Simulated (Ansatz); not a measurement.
Results of HSE06 (Ansatz, a quantum-chemistry and plane-wave program, PAW) for hematite (α-Fe2O3).

Settings: plane-wave cutoff 460 eV, 6×6×6 k mesh, Fermi–Dirac smearing 0.01 eV, spin-polarised with opposed moments, scalar-relativistic PAW data made under PBE.

Computed at the level's own relaxed cell.

Question: Predict the band gap, smallest direct gap on the k points sampled, direct gap at Γ and magnetic moment (largest site, within a sphere).

Answer: 
- band gap = 3.46 eV
- smallest direct gap on the k points sampled = 3.47 eV
- direct gap at Γ = 4.10 eV
- magnetic moment (largest site, within a sphere) = 3.93 μB

Measured, for comparison: band gap 2.6 eV (temperature not stated, not corrected to a static lattice, photoemission and inverse photoemission; as tabulated in Parkinson (2016), arXiv:1602.06774). Computed (rounded) less measured: band gap +0.86 eV.

Moments are spin moments.

Static lattice: no zero-point or thermal effects.
